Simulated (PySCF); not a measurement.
Gas-phase reaction: 6 C3H4 (cyclic) = 5 C3H3 (propargyl) + 3 CH3

Computed with PySCF (xtb for GFN2) and rigid-rotor harmonic-oscillator thermochemistry at 1 bar. Table values come from the NASA 1993 polynomials. † marks an energy on the PBE0/def2-TZVP geometry and frequencies; other levels use their own. MP2 and CCSD(T) freeze the core. 6-31G* has spherical d functions here. Open shells (unrestricted): C3H3 (propargyl) (multiplicity 2), CH3 (multiplicity 2); the rest are closed-shell singlets. GFN2 has no spin-polarisation term. MP2 isn't extrapolated to the basis-set limit. CCSD(T) isn't extrapolated to the basis-set limit. The table's entry may be an old estimate for C3H4 (cyclic), C3H3 (propargyl) (not checked at source). Warning, large T1 diagnostic: C3H3 (propargyl) (CCSD(T)/def2-SVP†). Warning, spin contamination: C3H3 (propargyl) (CCSD(T)/def2-SVP†, HF/6-31G*, MP2/def2-SVP†).

```json
[
 {"level": "table", "ΔH°(298 K), kJ": "508.1"},
 {"level": "BLYP/def2-TZVP†", "ΔH°(298 K), kJ": "310.3"},
 {"level": "CCSD(T)/def2-SVP†", "ΔH°(298 K), kJ": "(withheld)"},
 {"level": "GFN2-xTB", "ΔH°(298 K), kJ": "924.3"},
 {"level": "HF/6-31G*", "ΔH°(298 K), kJ": "-94.6"},
 {"level": "M06-2X/def2-TZVP†", "ΔH°(298 K), kJ": "592.1"},
 {"level": "MP2/def2-SVP†", "ΔH°(298 K), kJ": "(withheld)"},
 {"level": "PBE/def2-TZVP†", "ΔH°(298 K), kJ": "(withheld)"},
 {"level": "PBE0/def2-SVP†", "ΔH°(298 K), kJ": "572.6"},
 {"level": "PBE0/def2-TZVP", "ΔH°(298 K), kJ": "496.1"},
 {"level": "LDA/def2-TZVP†", "ΔH°(298 K), kJ": "763.4"},
 {"level": "ωB97M-V/def2-TZVP†", "ΔH°(298 K), kJ": "(withheld)"}
]
```

Problem. Fill in the missing entries.

Solution. 
- CCSD(T)/def2-SVP†, ΔH°(298 K), kJ: 519.4
- MP2/def2-SVP†, ΔH°(298 K), kJ: 745.5
- PBE/def2-TZVP†, ΔH°(298 K), kJ: 498.0
- ωB97M-V/def2-TZVP†, ΔH°(298 K), kJ: 528.2
